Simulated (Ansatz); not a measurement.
**H₂ClO (doublet): wave-function methods side by side at distance Cl1–H2 along a hydrogen transfer = 1.365 Å, cc-pVDZ**

Aim: climb from Hartree-Fock through coupled cluster and multireference methods for H₂ClO (doublet) at one geometry and basis, and see what each rung misses.

Program: Ansatz 0.2.0, Gaussian basis. Level of theory: cc-pVDZ, correlated electrons: outside noble gas. These are calculated values, not measurements.

The runs, in order: UHF; CCSD(T) on ROHF; CCSD(T) on UHF; BCCD(T) on ROHF; CISD; CCSDT(Q) on ROHF; CCSDT(Q) on UHF; CASSCF and MRCISD+Q, 3 electrons in 3 orbitals; CASSCF and NEVPT2, 3 electrons in 3 orbitals.

### Step 1. What is computed

The geometry derives from fragments relaxed apart (PBE0/def2-TZVP) and kept rigid, so it is no stationary point. A hydrogen atom is moved between rigid fragments.

4 atoms, charge 0, spin multiplicity 2.

Atoms are counted from 1 here; the program's logs count them from 0.

Bond lengths: Cl1–H2 1.365 Å, O3–H4 0.973 Å.

As a file:

```
Cl   -1.8412    0.2350    0.0000
H    -0.4762    0.2350    0.0000
O     1.0328    0.2350    0.0000
H     1.2846   -0.7050    0.0000
```

In the tables R marks a restricted open-shell determinant and U an unrestricted one; 'pair' is the active space of 3 electrons in 3 orbitals; correlation energies count from the lowest restricted Hartree-Fock solution.

### Step 2. UHF

Input file in.yaml:

```yaml
crystal:
  periodic: [false, false, false]
  atoms:
    - {symbol: Cl, position_ang: [-1.841215, 0.234988, 0.000000]}
    - {symbol: H, position_ang: [-0.476215, 0.234988, 0.000000]}
    - {symbol: O, position_ang: [1.032785, 0.234988, 0.000000]}
    - {symbol: H, position_ang: [1.284644, -0.704963, 0.000000]}
basis:
  gaussian: {orbitals: cc-pVDZ}
magnetization: {spin_polarized: true, initial_magnetization: 1}
hamiltonian: {xc: hf}
output: {orbitals: {seedname: orbitals}}
```

Started as:

```
> ansatz run in.yaml --threads 1 --pin off --events-out ev --progress --plain --max-ram 2393MiB
```

The runs that follow: CCSD(T) on ROHF; CCSD(T) on UHF; BCCD(T) on ROHF; CISD; CCSDT(Q) on ROHF; CCSDT(Q) on UHF; CASSCF and MRCISD+Q, 3 electrons in 3 orbitals; CASSCF and NEVPT2, 3 electrons in 3 orbitals.

Before running them: what should the planned runs give, taken together? Wanted: correlation energy, UCCSDT(Q); RMP2 from UCCSDT(Q); UMP2 from UCCSDT(Q); RCCSD from UCCSDT(Q); RCCSD(T) from UCCSDT(Q); UCCSD(T) from UCCSDT(Q); RCCSDT(Q) from UCCSDT(Q); NEVPT2 pair from UCCSDT(Q); MRCISD+Q pair from UCCSDT(Q).

**Answer**, as computed:

| quantity | value |
| --- | --- |
| correlation energy, UCCSDT(Q) | -9.3081 eV |
| RMP2 from UCCSDT(Q) | +956.3 meV |
| UMP2 from UCCSDT(Q) | +956.5 meV |
| RCCSD from UCCSDT(Q) | +168.3 meV |
| RCCSD(T) from UCCSDT(Q) | +29.6 meV |
| UCCSD(T) from UCCSDT(Q) | +28.9 meV |
| RCCSDT(Q) from UCCSDT(Q) | +0.9 meV |
| NEVPT2 pair from UCCSDT(Q) | +887.0 meV |
| MRCISD+Q pair from UCCSDT(Q) | +58.0 meV |
| levels within 1 kcal/mol (43 meV) | RCCSD(T), UCCSD(T), BCCD(T), RCCSDT, UCCSDT, RCCSDT(Q) |
| T1 diagnostic | 0.011 |

RCCSD(T) lands +29.6 meV from the yardstick (0.3 % of the correlation energy). Of the multireference levels listed MRCISD+Q pair comes nearest (+58.0 meV). These misses are within one basis and frozen core, not against nature; frozen cores of the runs differ by up to some meV.
